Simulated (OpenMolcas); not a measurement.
# BH3F− (SMILES [H][B-]([H])([H])F): a chain of runs

Wanted: a single-point energy (HF/STO-3G), then a single-point energy (CASSCF(2,2)/STO-3G), then a single-point energy (CASPT2(2,2)/STO-3G), then a single-point energy (SC-NEVPT2(2,2)/STO-3G), then a single-point energy (MRCI(2,2)/STO-3G) of BH3F−. 

The results are computed with OpenMolcas 26.06.

1 further run of the same task is left out (for a known fault of the program).

### Step 1. The molecule

The species is BH3F− (5 atoms), meant as a singlet with charge -1. SMILES: `[H][B-]([H])([H])F`. The coordinates come from a GFN2-xTB relaxation.

Bond lengths: B1–F2 1.447 Å, B1–H3 1.227 Å, B1–H4 1.228 Å, B1–H5 1.226 Å. Angles: F2–B1–H3 108.4°, F2–B1–H4 108.4°, F2–B1–H5 108.4°, H3–B1–H4 110.5°, H3–B1–H5 110.6°, H4–B1–H5 110.5°.

### Step 2. A single-point energy at HF/STO-3G (run 1)

Contents of input.xyz:

```xyz
5

B     -0.000350     0.000360    -0.057130
F      0.012500    -0.020940     1.389230
H      1.160070     0.011720    -0.454270
H     -0.590550     1.012650    -0.424140
H     -0.581670    -1.003790    -0.453700
```

Contents of step1.inp:

```
&GATEWAY
  BasLib
  $CurrDir
  Coord
  input.xyz
  Basis
  STO-3G
  Group
  NoSym

&SEWARD

&SCF
  Charge
  -1
  PrOrbitals
  1 1
```

The basis set STO-3G is read from a file made from the Basis Set Exchange's data (not shown).

Launch:

```
$ export MOLCAS_MEM=1860
$ pymolcas step1.inp > step1.log
```

What it wrote:

```text
--- Start Module: gateway ---
[...]
--- Stop Module: gateway /rc=_RC_ALL_IS_WELL_ ---
--- Start Module: seward ---
[...]
      Basis functions           13
--- Stop Module: seward /rc=_RC_ALL_IS_WELL_ ---
--- Start Module: scf ---
[...]
       Convergence after  10 Iterations
[...]
::    Total SCF energy                               -124.0458771740
[...]
      Total spin, S                                     0.0000000000
[...]
      Total electronic charge=   18.000000
      Total            charge=   -1.000000
[...]
      Dipole Moment (debye):
      Origin of the operator (angstrom)=    0.0067   -0.0113    0.7394
                   X=  2.6214E-02               Y= -4.5343E-02               Z=  2.7952E+00           Total=  2.7956E+00
      Center of Charge (angstrom)
[...]
--- Stop Module: scf /rc=_RC_ALL_IS_WELL_ ---
[...]
```

It took 1.3 s on 1 thread of Arm Neoverse V2, shared host; peak memory 0.37 GiB.

### Step 3. A single-point energy at CASSCF(2,2)/STO-3G (run 2)

input.xyz is that of step 2.

Contents of step2.input:

```
* BFH3 CASSCF
>>> EXPORT MOLCAS_PRINT=2

&GATEWAY
 BasLib
 $CurrDir
 Coord
 input.xyz
 Basis
 STO-3G
 Group
 NoSym

&SEWARD

&RASSCF
 FileOrb
 $CurrDir/step1.ScfOrb
 Spin
 1
 Nactel
 2 0 0
 Inactive
 8
 Ras2
 2
 OrbListing
 Nothing
 OrbAppear
 Compact
```

The basis set STO-3G is read from a file made from the Basis Set Exchange's data (not shown).

Launch:

```
$ export MOLCAS_MEM=1860
$ pymolcas step2.input > step2.log
```

What it wrote:

```text
--- Start Module: gateway ---
[...]
--- Stop Module: gateway /rc=_RC_ALL_IS_WELL_ ---
--- Start Module: seward ---
[...]
      Basis functions           13
--- Stop Module: seward /rc=_RC_ALL_IS_WELL_ ---
--- Start Module: rasscf ---
[...]
      Number of active orbitals                  2
[...]
      Spin quantum number                      0.0
[...]
      Active orbitals                            2
[...]
      Number of CSFs                             3
[...]
      Number of root(s) required                 1
[...]
      Convergence after 12 iterations
[...]
      printout of CI-coefficients larger than  0.05 for root  1
      energy=    -124.060239
      conf/sym  11     Coeff  Weight
             1  20   0.99552 0.99106
             3  02  -0.09454 0.00894
      Natural orbitals and occupation numbers for root  1
      sym 1:   1.982125   0.017875
      ************************************************************************************************************************
      *                                                    Final results                                                     *
[...]
::    RASSCF root number  1 Total energy:   -124.06023881
[...]
      Total electronic charge=   18.000000
      Total            charge=   -1.000000
[...]
      Dipole Moment (debye):
      Origin of the operator (angstrom)=    0.0067   -0.0113    0.7394
                   X= -1.1624E-02               Y=  1.9554E-02               Z=  2.7715E+00           Total=  2.7716E+00
      Center of Charge (angstrom)
[...]
--- Stop Module: rasscf /rc=_RC_ALL_IS_WELL_ ---
[...]
```

It took 1.4 s on 1 thread of Arm Neoverse V2, shared host; peak memory 0.37 GiB.

### Step 4. A single-point energy at CASPT2(2,2)/STO-3G (run 3)

input.xyz is that of step 3.

Contents of step3.inp:

```
&GATEWAY
  BasLib=$CurrDir
  Coord=input.xyz
  Basis=STO-3G
  Group=NoSym

&SEWARD

&RASSCF
  FileOrb=$CurrDir/step2.RasOrb
  Spin=1
  Nactel=2 0 0
  Inactive=8
  Ras2=2
  OrbListing=Nothing
  OrbAppear=Compact

&CASPT2
  Imaginary=0.1
  Frozen=2
```

The basis set STO-3G is read from a file made from the Basis Set Exchange's data (not shown).

Launch:

```
$ export MOLCAS_MEM=1860
$ pymolcas step3.inp > step3.log
```

What it wrote:

```text
--- Start Module: gateway ---
[...]
--- Stop Module: gateway /rc=_RC_ALL_IS_WELL_ ---
[...]
      Basis functions           13
[...]
--- Start Module: rasscf ---
[...]
      Number of active orbitals                  2
[...]
      Spin quantum number                      0.0
[...]
      Active orbitals                            2
[...]
      Number of CSFs                             3
[...]
      Number of root(s) required                 1
[...]
      Convergence after  4 iterations
[...]
      printout of CI-coefficients larger than  0.05 for root  1
      energy=    -124.060239
      conf/sym  11     Coeff  Weight
             1  20   0.99552 0.99106
             3  02  -0.09454 0.00894
      Natural orbitals and occupation numbers for root  1
      sym 1:   1.982126   0.017874
      ************************************************************************************************************************
      *                                                    Final results                                                     *
[...]
::    RASSCF root number  1 Total energy:   -124.06023881
[...]
      Total electronic charge=   18.000000
      Total            charge=   -1.000000
[...]
      Dipole Moment (debye):
      Origin of the operator (angstrom)=    0.0067   -0.0113    0.7394
                   X= -1.1625E-02               Y=  1.9558E-02               Z=  2.7715E+00           Total=  2.7716E+00
      Center of Charge (angstrom)
[...]
--- Stop Module: rasscf /rc=_RC_ALL_IS_WELL_ ---
--- Start Module: caspt2 ---
[...]
      E2 (Variational):          -0.0442007650
      Total energy:            -124.1044395760
[...]
      Reference weight:           0.98252
[...]
::    CASPT2 Root  1     Total energy:   -124.10443958
[...]
--- Stop Module: caspt2 /rc=_RC_ALL_IS_WELL_ ---
[...]
```

Wall time 1.4 s (1 thread of Arm Neoverse V2, shared host); peak memory 0.37 GiB.

### Step 5. A single-point energy at SC-NEVPT2(2,2)/STO-3G (run 4)

input.xyz is that of step 4.

Contents of step4.inp:

```
&GATEWAY
 BasLib
 $CurrDir
 Coord
 input.xyz
 Basis
 STO-3G
 Group
 NoSym

&SEWARD

&RASSCF
 FileOrb
 $CurrDir/step2.RasOrb
 Spin
 1
 Nactel
 2 0 0
 Inactive
 8
 Ras2
 2
 OrbListing
 Nothing
 OrbAppear
 Compact

&CASPT2
 SC-NEVPT2
 Frozen
 2
```

The basis set STO-3G is read from a file made from the Basis Set Exchange's data (not shown).

Launch:

```
$ export MOLCAS_MEM=1860
$ pymolcas step4.inp > step4.log
```

What it wrote:

```text
--- Start Module: gateway ---
[...]
--- Stop Module: gateway /rc=_RC_ALL_IS_WELL_ ---
[...]
      Basis functions           13
[...]
--- Start Module: rasscf ---
[...]
      Number of active orbitals                  2
[...]
      Spin quantum number                      0.0
[...]
      Active orbitals                            2
[...]
      Number of CSFs                             3
[...]
      Number of root(s) required                 1
[...]
      Convergence after  4 iterations
[...]
      printout of CI-coefficients larger than  0.05 for root  1
      energy=    -124.060239
      conf/sym  11     Coeff  Weight
             1  20   0.99552 0.99106
             3  02  -0.09454 0.00894
      Natural orbitals and occupation numbers for root  1
      sym 1:   1.982126   0.017874
      ************************************************************************************************************************
      *                                                    Final results                                                     *
[...]
::    RASSCF root number  1 Total energy:   -124.06023881
[...]
      Total electronic charge=   18.000000
      Total            charge=   -1.000000
[...]
      Dipole Moment (debye):
      Origin of the operator (angstrom)=    0.0067   -0.0113    0.7394
                   X= -1.1625E-02               Y=  1.9558E-02               Z=  2.7715E+00           Total=  2.7716E+00
      Center of Charge (angstrom)
[...]
--- Stop Module: rasscf /rc=_RC_ALL_IS_WELL_ ---
--- Start Module: caspt2 ---
[...]
      E2 (Variational):          -0.0444382025
[...]
      E2 (Variational):          -0.0444283357
      Total energy:            -124.1046671468
[...]
      Reference weight:           0.98227
[...]
::    SC-NEVPT2 Root  1     Total energy:   -124.10466715
[...]
--- Stop Module: caspt2 /rc=_RC_ALL_IS_WELL_ ---
[...]
```

It took 1.4 s on 1 thread of Arm Neoverse V2, shared host; peak memory 0.37 GiB.

### Step 6. The energy at MRCI(2,2)/STO-3G (run 5)

input.xyz is that of step 5.

Contents of step5.input:

```
&GATEWAY
 BASLIB
 $CurrDir
 COORD
 input.xyz
 BASIS
 STO-3G
 GROUP
 NoSym

&SEWARD

&RASSCF
 FILEORB
 $CurrDir/step2.RasOrb
 SPIN
 1
 NACTEL
 2 0 0
 INACTIVE
 8
 RAS2
 2
 ORBLISTING
 Nothing
 ORBAPPEAR
 Compact

&MOTRA
 LUMORB
 FROZEN
 2

&GUGA
 ELECTRONS
 14
 SPIN
 1
 INACTIVE
 6
 ACTIVE
 2
 CIALL
 1

&MRCI
 SDCI
```

The basis set STO-3G is read from a file made from the Basis Set Exchange's data (not shown).

Launch:

```
$ export MOLCAS_MEM=1860
$ pymolcas step5.input > step5.log
```

What it wrote:

```text
--- Start Module: gateway ---
[...]
--- Stop Module: gateway /rc=_RC_ALL_IS_WELL_ ---
[...]
      Basis functions           13
[...]
      Number of active orbitals                  2
[...]
      Spin quantum number                      0.0
[...]
      Active orbitals                            2
[...]
      Number of CSFs                             3
[...]
      Number of root(s) required                 1
[...]
      Convergence after  4 iterations
[...]
      printout of CI-coefficients larger than  0.05 for root  1
      energy=    -124.060239
      conf/sym  11     Coeff  Weight
             1  20   0.99552 0.99106
             3  02  -0.09454 0.00894
      Natural orbitals and occupation numbers for root  1
      sym 1:   1.982126   0.017874
      ************************************************************************************************************************
      *                                                    Final results                                                     *
[...]
::    RASSCF root number  1 Total energy:   -124.06023881
[...]
      Dipole Moment (debye):
      Origin of the operator (angstrom)=    0.0067   -0.0113    0.7394
                   X= -1.1625E-02               Y=  1.9558E-02               Z=  2.7715E+00           Total=  2.7716E+00
      Center of Charge (angstrom)
[...]
--- Start Module: guga ---
[...]
--- Stop Module: guga /rc=_RC_ALL_IS_WELL_ ---
[...]
       (But an ACPF correction will be computed)
       USE THE DEFAULT ACPF G-VALUE GFAC=  0.14285714285714285
[...]
                      CI ENERGY:  -124.11975766
[...]
                ACPF CORRECTION:    -0.00175001
[...]
      Total electronic charge=   18.000000
      Total            charge=   -1.000000
[...]
     ACPF CORRECTION:     -0.00175001
[...]
  CI State   1     Total energy:   -124.11975766     QDav:     -0.00205173     QACPF:     -0.00175001
[...]
```

Wall time 1.5 s (1 thread of Arm Neoverse V2, shared host); peak memory 0.37 GiB.

### Step 7. Results

| quantity | value |
| --- | --- |
| run 1, HF/STO-3G: total energy | -124.04588 Eh |
| run 1, HF/STO-3G: HOMO energy | -0.87 eV |
| run 1, HF/STO-3G: LUMO energy | 26.60 eV |
| run 1, HF/STO-3G: HOMO–LUMO gap (to an unbound level, set by the basis) | 27.47 eV |
| run 2, CASSCF(2,2)/STO-3G: total energy | -124.06024 Eh |
| run 3, CASPT2(2,2)/STO-3G: total energy | -124.10444 Eh |
| run 4, SC-NEVPT2(2,2)/STO-3G: total energy | -124.10467 Eh |
| run 5, MRCI(2,2)/STO-3G: total energy | -124.11976 Eh |

Mulliken charges (run 1, HF/STO-3G) run from -0.36 on F2 to +0.05 on B1; they depend strongly on the basis. Mulliken charges (run 2, CASSCF(2,2)/STO-3G) run from -0.36 on F2 to +0.04 on B1; they depend strongly on the basis. Mulliken charges (run 3, CASPT2(2,2)/STO-3G) of the CASSCF density run from -0.36 on F2 to +0.04 on B1. Mulliken charges (run 4, SC-NEVPT2(2,2)/STO-3G) of the CASSCF density run from -0.36 on F2 to +0.04 on B1; they depend strongly on the basis. Mulliken charges (run 5, MRCI(2,2)/STO-3G) of the CASSCF density run from -0.36 on F2 to +0.04 on B1.
